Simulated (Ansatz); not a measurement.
Born–Oppenheimer molecular dynamics of BFH₂O (5 atoms, charge 0, multiplicity 1). It starts from a relaxed structure.

These are results of RKS B3LYP-D4/6-31G* in Ansatz 0.2.0, not measurements.

| Quantity | Value |
| --- | --- |
| ensemble | NVE (velocity Verlet) |
| time step | 0.5 fs |
| steps asked | 150 |
| starting velocities drawn for | 300 K |
| seed | 330742 |

First frame:

```xyz
5
Properties=species:S:1:pos:R:3
B 0.015 -0.066 -0.058
F -0.071 -0.139 1.275
H 1.048 0.225 -0.572
O -1.066 -0.321 -0.827
H -1.847 -0.546 -0.295
```

(1) How far do the bonds stretch over the last three quarters of this one trajectory? (Pairs bonded in most of those frames.)

Results:

(1) 
| bond | mean (Å) | spread (Å) | shortest | longest |
| --- | --- | --- | --- | --- |
| B1–F2 | 1.339 | 0.019 | 1.31 | 1.37 |
| B1–H3 | 1.190 | 0.013 | 1.17 | 1.21 |
| B1–O4 | 1.353 | 0.020 | 1.31 | 1.39 |
| O4–H5 | 0.974 | 0.019 | 0.94 | 1.00 |

Mean temperature of the second half: 151 K. The conserved energy stayed within 0.17 meV per atom of its start (net change 0.073 meV per atom), so the integration is sound. Over the second half the temperature averaged 0.50 of the 300 K drawn at the start: a run that starts near a minimum puts about half its kinetic energy into the potential. A run of 0.075 ps of so small a system gives no equilibrium averages.

The run took 2.2 min on 1 thread of Arm Neoverse V1 (shared host), peak memory 0.087 GiB.
